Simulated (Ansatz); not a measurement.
**One shape, several levels: PH (SMILES [PH])**

We compute a comparison of 6 runs (UHF/3-21G, U-wB97X/3-21G, UPBE/3-21G, U-wB97M-V/cc-pVDZ, UPBE/cc-pVDZ, UMP2/cc-pVDZ) of PH. 

The results are computed with Ansatz 0.2.0.

57 further runs of the same task are left out: 57 set aside as unsound or not needed.

## (1) Starting point

PH has 2 atoms, charge 0, and is taken as a triplet. SMILES: `[PH]`. The H2–P1 distance was set to 2.099 Å, away from the relaxed value.

## (2) The energy at UHF/3-21G (run 1)

Input file in.yaml:

```yaml
basis:
  gaussian:
    orbitals: 3-21G.json
crystal:
  periodic: [false, false, false]
  atoms:
    - {symbol: P, position_ang: [0.000000, 0.000000, -0.699530]}
    - {symbol: H, position_ang: [0.000000, 0.000000, 1.399070]}
hamiltonian:
  xc: hf
magnetization:
  spin_polarized: true
  initial_magnetization: 2
accuracy: high
```

The basis set 3-21G is read from a file made from the Basis Set Exchange's data (not shown).

On the command line:

```console
$ ansatz run in.yaml --threads 1 --pin off --max-ram 2610MiB --events-out events.jsonl --progress --plain --runs-dir runs
```

The log of the run:

```text
Warning: RAYON_NUM_THREADS=1 ignored (pool sized by the plan → 1); use --threads N
Functional definition: HF
  name "HF"
  exchange = exact_x
  correlation = 0
273 factors; integrals over basis functions are off by at most 2.8e-9 eV
mean field evaluation 1: about -9237.7940 eV, gradient 3.4e0 eV
mean field evaluation 2: about -9237.7953 eV, gradient 3.4e0 eV
mean field evaluation 4: about -9237.9993 eV, gradient 1.2e0 eV
mean field evaluation 8: about -9237.8098 eV, gradient 1.4e-1 eV
mean field evaluation 16: about -9238.5547 eV, gradient 2.7e-8 eV
mean field evaluation 32: about -9238.5547 eV, gradient 2.7e-8 eV
mean field -9238.55468092 eV, -339.5106224065 hartree, gradient 2.7e-8 eV, S^2 2.559455; 1 other end points of the search recorded, 0 dependent functions left out
reference -9238.55468092 eV, -339.5106224065 hartree; 9, 7 occupied and 6, 8 virtual orbitals, 273 factors
Total energy: -9238.55468092 eV, -339.5106224065 hartree
```

Run time: 0.12 s. Hardware: 1 thread of Arm Neoverse V1, shared host.

## (3) A single-point energy at U-wB97X/3-21G (run 2)

Input file molecule.yaml:

```yaml
crystal:
  periodic: [false, false, false]
  atoms:
    - {symbol: P, position_ang: [0.000000, 0.000000, -0.699530]}
    - {symbol: H, position_ang: [0.000000, 0.000000, 1.399070]}
basis:
  gaussian: {orbitals: 3-21G.json}
magnetization: {spin_polarized: true, initial_magnetization: 2}
hamiltonian: {xc: {name: wB97X}}
accuracy: high
```

The basis set 3-21G is read from a file made from the Basis Set Exchange's data (not shown).

On the command line:

```console
$ ansatz run molecule.yaml --threads 1 --pin off --max-ram 2610MiB --events-out events.jsonl --progress --plain --runs-dir runs
```

The log of the run, cut to the lines that bear on the results:

```text
Warning: RAYON_NUM_THREADS=1 ignored (pool sized by the plan → 1); use --threads N
Functional definition: wB97X
  name "wB97X"
[...]
      + exact_x_lr(omega)
[...]
      + integral(e_c_pw_opposite_spin*poly(b97_u_opposite, 1, cos1, cos2, cos3, cos4))
273 factors; integrals over basis functions are off by at most 2.8e-9 eV
109 factors; integrals over basis functions are off by at most 1.9e-9 eV
[...]
mean field -9253.63554889 eV, -340.0648340821 hartree, gradient 3.4e-8 eV, S^2 2.117289; 2 other end points of the search recorded, 0 dependent functions left out
reference -9253.63554817 eV, -340.0648340558 hartree; 9, 7 occupied and 6, 8 virtual orbitals, 273 factors
Total energy: -9253.63554817 eV, -340.0648340558 hartree
```

Wall time 3.9 s (1 thread of Arm Neoverse V1, shared host); peak memory 0.22 GiB.

Runs 3 to 5 aren't shown in full; the table further down has their settings and results.

## (4) A single-point energy at UMP2/cc-pVDZ (run 6)

Input file in.yaml:

```yaml
crystal:
  periodic: [false, false, false]
  atoms:
    - symbol: P
      position_ang: [0.000000, 0.000000, -0.699530]
    - symbol: H
      position_ang: [0.000000, 0.000000, 1.399070]
basis:
  gaussian:
    orbitals: cc-pVDZ
magnetization:
  spin_polarized: true
  initial_magnetization: 2
correlation:
  method: mp2
  frozen_orbitals: {H: 0, P: 5}
accuracy: high
```

On the command line:

```console
$ ansatz run in.yaml --threads 1 --pin off --max-ram 2610MiB --events-out events.jsonl --progress --plain --runs-dir runs
```

The log of the run:

```text
Warning: RAYON_NUM_THREADS=1 ignored (pool sized by the plan → 1); use --threads N
[... 4 set-up lines as earlier in the session ...]
403 factors; integrals over basis functions are off by at most 3.6e-9 eV
mean field evaluation 1: about -9284.5091 eV, gradient 4.8e0 eV
mean field evaluation 2: about -9284.5104 eV, gradient 4.8e0 eV
mean field evaluation 4: about -9284.8405 eV, gradient 1.0e0 eV
mean field evaluation 8: about -9284.7385 eV, gradient 3.2e-1 eV
mean field evaluation 16: about -9285.2003 eV, gradient 1.6e-8 eV
mean field evaluation 32: about -9285.2003 eV, gradient 1.4e-8 eV
mean field -9285.20026560 eV, -341.2248160259 hartree, gradient 2.9e-8 eV, S^2 2.507115; 1 other end points of the search recorded, 0 dependent functions left out
5 core orbitals not correlated: weight in the atoms' cores, before any rotation towards them, 1.000 or more for the frozen orbitals, at most 0.000 for the correlated occupied ones
reference -9285.20026560 eV, -341.2248160259 hartree; 4, 2 occupied and 14, 16 virtual orbitals, 403 factors
second order -2.02265955 eV of doubles, -0.00000000 eV of singles
Total energy: -9287.22292515 eV, -341.2991473935 hartree
```

It took 0.22 s on 1 thread of Arm Neoverse V1, shared host.

## (5) All runs side by side

| run | level | frozen core orbitals | energy (Eh) | ⟨S²⟩ | wall time |
| --- | --- | --- | --- | --- | --- |
| 1 | UHF/3-21G | – | -339.510622 | 2.559 | 0.12 s |
| 2 | U-wB97X/3-21G | – | -340.064834 | 2.117 | 3.9 s |
| 3 | UPBE/3-21G | – | -339.918538 | 2.045 | 0.64 s |
| 4 | U-wB97M-V/cc-pVDZ | – | -341.782217 | 2.075 | 9.3 s |
| 5 | UPBE/cc-pVDZ | – | -341.655911 | 2.037 | 1.1 s |
| 6 | UMP2/cc-pVDZ | 5 | -341.299147 | 2.507 | 0.22 s |

## (6) Summary of results

```
                                          quantity          value
                               run 6: total energy  -341.29915 Eh
run 6: correlation energy (5 core orbitals frozen)      -74.3 mEh
          run 6: ⟨S²⟩ of the reference determinant          2.507
```

What this shows: Totals of different functionals can't be ranked against each other. Spin contamination of the reference: run 1 ⟨S²⟩ = 2.56, run 6 ⟨S²⟩ = 2.51, run 2 ⟨S²⟩ = 2.12. All runs together took 15 s, the longest 9.3 s.
